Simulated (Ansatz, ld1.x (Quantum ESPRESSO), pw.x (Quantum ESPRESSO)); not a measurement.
# pw.x on fcc O: one setting changed

Potential: PAW, ld1.x (Quantum ESPRESSO) 7.5, LDA (PW92); core [He], reference 2s2 2p4; waves: 2s (bound): rcut 0.50, rcutus 0.65 bohr; 2s channel at -1.2 Ry: rcut 0.50, rcutus 0.65 bohr; 2p (bound): rcut 1.30, rcutus 1.70 bohr; 2p channel at 4.44 Ry: rcut 1.30, rcutus 1.70 bohr; 3d channel at 0.05 Ry: rcut 1.35, rcutus 1.45 bohr; local part: all-electron potential smoothed inside 1.05 bohr (lloc = -1); core correction: Bessel-smoothed model core inside 0.60 bohr; augmentation: BESSEL, radius 0.55 bohr.

The reference run (k-mesh 18³, cutoffs 135/900 Ry, Fermi–Dirac 0.01 Ry, mixing_beta 0.4, conv_thr 1e-9, no spin) gives -0.33 GPa at 7.213 Å³/atom, where all-electron LAPW gives 0.50 GPa. This run, with its own iteration cap, changes ecutrho/ecutwfc to 3.

```
&control
  calculation='scf', prefix='x', pseudo_dir='./', outdir='./tmp', tstress=.true., disk_io='none'
/
&system
  ibrav=0, nat=1, ntyp=1, ecutwfc=135, ecutrho=405, nbnd=10,
  occupations='smearing', smearing='fd', degauss=0.01
/
&electrons
  conv_thr=1e-09, mixing_beta=0.4, electron_maxstep=50
/
ATOMIC_SPECIES
O 1.0 O.UPF
CELL_PARAMETERS angstrom
  0.00000000 1.53354072 1.53354072
  1.53354072 0.00000000 1.53354072
  1.53354072 1.53354072 0.00000000
ATOMIC_POSITIONS crystal
O 0.0000 0.0000 0.0000
K_POINTS automatic
18 18 18 0 0 0
```

```bash
pw.x < O.scf.in > O.scf.out
```

Question: How does the run end?

Answer: It converges in 7 iterations; the free energy moves by -4.8 meV/atom and the pressure by -0.20 GPa. Below 4 the density is truncated and F is no longer variational, so a small shift in one case is no licence.

```
Message from routine set_cutoff:
     ecutrho < 4*ecutwfc, are you sure?
     Message from routine setup:
     using ibrav=0 with symmetry is DISCOURAGED, use correct ibrav instead
     lattice parameter (alat)  =       4.0984  a.u.
     unit-cell volume          =      48.6757 (a.u.)^3
     number of electrons       =         6.00
     number of Kohn-Sham states=           10
     kinetic-energy cutoff     =     135.0000  Ry
     charge density cutoff     =     405.0000  Ry
     scf convergence threshold =      1.0E-09
     Exchange-correlation= SLA  PW   NOGX NOGC
     number of k points=   195  Fermi-Dirac smearing, width (Ry)=  0.0100
     iteration #  1     ecut=   135.00 Ry     beta= 0.40
     total energy              =     -40.39708913 Ry
     estimated scf accuracy    <       0.00327451 Ry
     iteration #  2     ecut=   135.00 Ry     beta= 0.40
     total energy              =     -40.39713215 Ry
     estimated scf accuracy    <       0.00050768 Ry
     iteration #  3     ecut=   135.00 Ry     beta= 0.40
     total energy              =     -40.39716625 Ry
     estimated scf accuracy    <       0.00001875 Ry
     iteration #  4     ecut=   135.00 Ry     beta= 0.40
     total energy              =     -40.39717034 Ry
     estimated scf accuracy    <       0.00000080 Ry
     iteration #  5     ecut=   135.00 Ry     beta= 0.40
     total energy              =     -40.39717045 Ry
     estimated scf accuracy    <       0.00000005 Ry
     iteration #  6     ecut=   135.00 Ry     beta= 0.40
     total energy              =     -40.39717055 Ry
     estimated scf accuracy    <       0.00000006 Ry
     iteration #  7     ecut=   135.00 Ry     beta= 0.40
     the Fermi energy is     5.7066 ev
!    total energy              =     -40.39717056 Ry
     estimated scf accuracy    <          1.9E-10 Ry
     smearing contrib. (-TS)   =      -0.00471324 Ry
     The total energy is F=E-TS. E is the sum of the following terms:
     one-electron contribution =      -0.56480039 Ry
     hartree contribution      =       6.87963978 Ry
     xc contribution           =      -8.54468621 Ry
     ewald contribution        =     -28.47767971 Ry
     one-center paw contrib.   =      -9.68493080 Ry
     convergence has been achieved in   7 iterations
          total   stress  (Ry/bohr**3)                   (kbar)     P=       -5.33
     Message from routine punch:
     Nothing written, as per user request (disk_io='none')
```

The run took about 29 s on one core of a shared host (Neoverse-V1, 32 threads, 247 GiB, load 23).
